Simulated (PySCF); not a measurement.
# CH3ClSi: the cost of one run

Computed with PySCF 2.14.0 and routines of our own; the level stands in each step. Atoms count from 0.

## (1) The starting structure

6 atoms, charge 0, multiplicity 3; geometry from: GFN2-xTB.

## (2) Open-shell or spin-flip excitations: unrestricted TDDFT PBE0/def2-SVPD

Job settings and geometry (Å):

```
{"job": {"kind": "uabs", "xc": "PBE0", "basis": "def2-SVPD", "nstates": 10, "tda": false}, "charge": 0, "multiplicity": 3}
Si    -0.590665     0.070481    -0.026316
C      1.128875    -0.441290    -0.431248
Cl     2.598987    -0.211257     0.244210
H     -1.003947    -0.430397     1.292963
H     -0.729101     1.534005    -0.015424
H     -1.401027    -0.519552    -1.085759
```

With the program's defaults for keys left out, this is: unrestricted TDDFT PBE0/def2-SVPD, vertical, gas phase, core orbitals frozen in the response.

The run is started by

```sh
> OMP_NUM_THREADS=1 python excited_run.py task.json out
```

This one command runs all jobs of the session in turn.

Q: Estimate the wall time and peak memory of this first job on 1 thread of Arm Neoverse V1, shared host.

About 11 s, with a peak of 0.39 GiB.
